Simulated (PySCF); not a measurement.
# BH4N: the cost of one run

The runs use PySCF 2.14.0; levels as typed in each script, gas phase, geometry from GFN2-xTB.

## (1) Starting geometry

SMILES `BN`, 6 atoms, charge 0, spin multiplicity 1.

Bond lengths: B1–N2 1.378 Å, B1–H3 1.172 Å, B1–H4 1.172 Å, N2–H5 1.007 Å, N2–H6 1.007 Å. Angles: N2–B1–H3 118.9°, N2–B1–H4 118.9°, H3–B1–H4 122.1°, B1–N2–H5 123.8°, B1–N2–H6 123.8°, H5–N2–H6 112.4°.

Coordinates:

```csv
atom,x (Å),y (Å),z (Å)
B1,-0.7740,0.0000,0.0000
N2,0.6035,0.0000,0.0000
H3,-1.3408,1.0253,0.0000
H4,-1.3408,-1.0253,0.0000
H5,1.1635,-0.8364,0.0000
H6,1.1635,0.8365,0.0000
```

## (2) Stretching a bond (6-311g**)

File input.py:

```python
import numpy as np
from pyscf import gto, scf, mcscf

mol = gto.M(atom='''
B     -0.77403     0.00000     0.00000
N      0.60354     0.00000     0.00000
H     -1.34080     1.02531     0.00000
H     -1.34078    -1.02533     0.00000
H      1.16347    -0.83644     0.00000
H      1.16345     0.83647     0.00000
''', basis='6-311g**', charge=0, spin=0, verbose=4)
# stretch the bond between atoms 2 and 5, from long to short, fragments rigid
a, b, move = 1, 4, [4]
xyz = mol.atom_coords(unit='Angstrom')
u = xyz[b] - xyz[a]
r0 = np.linalg.norm(u)
rows, last, dm_u = [], None, None
for r in [2.86, 2.24, 1.84, 1.58, 1.38, 1.22, 1.12, 1.02, 0.94]:
    new = xyz.copy()
    new[move] += u / r0 * (r - r0)
    m = mol.set_geom_(new, unit='Angstrom', inplace=False)
    rhf = scf.RHF(m).density_fit(auxbasis='def2-universal-jkfit').run()
    uhf = scf.UHF(m).density_fit(auxbasis='def2-universal-jkfit').newton()
    if dm_u is None:
        c = rhf.mo_coeff
        h = m.nelectron // 2 - 1
        ca, cb = c.copy(), c.copy()
        ca[:, h], cb[:, h] = (c[:, h] + c[:, h + 1]) / 2**.5, (c[:, h] - c[:, h + 1]) / 2**.5
        dm_u = np.array([x[:, :h + 1] @ x[:, :h + 1].T for x in (ca, cb)])
    uhf.kernel(dm0=dm_u)
    for _ in range(3):
        c, _, stable, _ = uhf.stability(return_status=True)
        if stable:
            break
        uhf.kernel(c, uhf.mo_occ)
    dm_u = uhf.make_rdm1()
    mc = mcscf.CASSCF(rhf, 2, 2)
    mc.natorb = True
    mc.fix_spin_(ss=0)
    guess = mcscf.addons.make_natural_orbitals(uhf)[1] if last is None else mcscf.project_init_guess(mc, last.mo_coeff, last.mol)
    mc.kernel(guess)
    last = mc
    act = slice(mc.ncore, mc.ncore + mc.ncas)
    print('r %.3f  RHF %.6f  UHF %.6f  <S^2> %.3f  CASSCF %.6f  occupations' % (r, rhf.e_tot, uhf.e_tot, uhf.spin_square()[0], mc.e_tot), mc.mo_occ[act].round(4))
    rows.append((new, rhf.e_tot, uhf.e_tot, uhf.spin_square()[0], mc.e_tot, mc.mo_occ[act], mc.mo_coeff[:, act], dm_u[0] - dm_u[1], rhf.converged and uhf.converged and mc.converged))
    np.savez('result.npz', **{k: [row[i] for row in rows] for i, k in enumerate('xyz rhf uhf s2 cas occ c spin ok'.split())})
```

Launch:

```sh
$ OMP_NUM_THREADS=1 python input.py
```

**Question.** How long does this run take on 1 thread of Arm Neoverse V1, shared host, and how much memory does it need?

About 42 s, with a peak of 0.17 GiB.
